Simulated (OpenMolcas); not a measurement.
# C4H5N (3-butenenitrile) at MN15-L/6-31G(d,p) (spherical functions)

What is the vertical singlet–triplet gap of C4H5N (3-butenenitrile) at MN15-L/6-31G** (spherical functions)? 

The calculation is run with OpenMolcas 26.06.

### Step 1. The molecule

C4H5N: 10 atoms, total charge 0, spin state singlet. As SMILES, `C=CCC#N`. Geometry: relaxed at PBE0-D4/def2-TZVP. This is one conformer, not always the lowest.

Bond lengths: C1–C2 1.322 Å, C2–C3 1.502 Å, C3–C4 1.453 Å, C4–N5 1.149 Å, C1–H6 1.085 Å, C1–H7 1.083 Å, C2–H8 1.086 Å, C3–H9 1.096 Å, C3–H10 1.096 Å. Some angles: C1–C2–C3 125.6°, C2–C3–C4 113.9°, C3–C4–N5 179.2°, C1–C2–H8 120.3°, C3–C2–H8 114.1°, C2–C1–H6 121.8°, C2–C1–H7 120.8°, C2–C3–H9 110.1°, C2–C3–H10 110.1°, C4–C3–H9 108.3°.

### Step 2. The energy at MN15-L/6-31G(d,p) (spherical functions)

Input file struct.xyz:

```xyz
10

C     -1.129800    -0.688300    -0.726400
C     -0.331500    -0.736700     0.326700
C      0.719500     0.278700     0.674500
C      0.811600     1.377200    -0.272100
N      0.873900     2.238900    -1.029700
H     -1.078900     0.123300    -1.444900
H     -1.863000    -1.465500    -0.902800
H     -0.403000    -1.561200     1.030500
H      0.524400     0.697000     1.668600
H      1.702000    -0.202800     0.738800
```

Input file job.input:

```
&GATEWAY
 BasLib=$CurrDir
 Coord=struct.xyz
 Basis=6-31Gss
 Group=NoSym

&SEWARD

&SCF
 KSDFT=2
 1.0 MGGA_X_MN15_L
 1.0 MGGA_C_MN15_L
 PrOrbitals=0
```

The basis set 6-31G** is read from a file made from the Basis Set Exchange's data (not shown).

The run is started by

```
$ export MOLCAS_MEM=1860
$ pymolcas job.input > job.log
```

The program printed, shortened:

```text
--- Start Module: gateway ---
[...]
--- Stop Module: gateway /rc=_RC_ALL_IS_WELL_ ---
--- Start Module: seward ---
[...]
      Basis functions           95
--- Stop Module: seward /rc=_RC_ALL_IS_WELL_ ---
[...]
--- Start Module: scf ---
[...]
       Convergence after  14 Iterations
[...]
::    Total KS-DFT energy                            -209.9466081097
[...]
      Total spin, S                                     0.0000000000
[...]
      Total electronic charge=   36.000000
      Total            charge=   -0.000000
[...]
      Dipole Moment (debye):
      Origin of the operator (angstrom)=    0.1782    0.4728   -0.1982
                   X= -3.0179E-01               Y= -2.8996E+00               Z=  2.4280E+00           Total=  3.7939E+00
      Quadrupole Moment (debye*angstrom):
[...]
--- Stop Module: scf /rc=_RC_ALL_IS_WELL_ ---
[...]
```

Run time: 16 s. Hardware: 1 thread of Intel Xeon Platinum 8488C (Sapphire Rapids), shared host; peak memory 0.53 GiB.

### Step 3. The triplet, same level

struct.xyz is that of step 2.

Input file job.inp:

```
&GATEWAY
 BasLib=$CurrDir
 Coord=struct.xyz
 Basis=6-31Gss
 Group=NoSym

&SEWARD

&SCF
 UHF
 Spin=3
 KSDFT=2
 1.0 MGGA_X_MN15_L
 1.0 MGGA_C_MN15_L
 PrOrbitals=0
```

The basis set 6-31G** is read from a file made from the Basis Set Exchange's data (not shown).

The run is started by

```
$ export MOLCAS_MEM=1860
$ pymolcas job.inp > job.log
```

The program printed, shortened:

```text
--- Start Module: gateway ---
[...]
--- Stop Module: gateway /rc=_RC_ALL_IS_WELL_ ---
--- Start Module: seward ---
[...]
      Basis functions           95
--- Stop Module: seward /rc=_RC_ALL_IS_WELL_ ---
[...]
--- Start Module: scf ---
[...]
       Convergence after  19 Iterations
[...]
::    Total KS-DFT energy                            -209.7695951837
[...]
      Total spin, S                                     1.0044558097
[...]
      Total electronic charge=   36.000000
      Total            charge=   -0.000000
[...]
      Dipole Moment (debye):
      Origin of the operator (angstrom)=    0.1782    0.4728   -0.1982
                   X= -3.1793E-01               Y= -2.9778E+00               Z=  2.4826E+00           Total=  3.8900E+00
      Quadrupole Moment (debye*angstrom):
[...]
--- Stop Module: scf /rc=_RC_ALL_IS_WELL_ ---
[...]
```

It took 29 s on 1 thread of Intel Xeon Platinum 8488C (Sapphire Rapids), shared host; peak memory 0.53 GiB.

### Step 4. Results

Level: MN15-L/6-31G** (spherical functions).

| quantity | value |
| --- | --- |
| singlet: total energy | -209.94661 Eh |
| singlet: dipole moment | 3.79 D |
| singlet: HOMO energy | -7.02 eV |
| singlet: LUMO energy | -0.30 eV |
| singlet: HOMO–LUMO gap | 6.72 eV |
| triplet: total energy | -209.76960 Eh |
| triplet: dipole moment | 3.89 D |
| triplet: HOMO energy (highest over α and β) | -2.06 eV |
| triplet: ⟨S²⟩ | 2.013 |
| vertical energy of the triplet above the singlet | 4.817 eV |

In words: This program's gradients are faulty for this kind of reference, so any forces in the log (triplet) can't be trusted; the energy can. At this shape the triplet lies 4.82 eV (111 kcal/mol) above the singlet. Mulliken charges (triplet) run from -0.45 on N5 to +0.31 on C4.
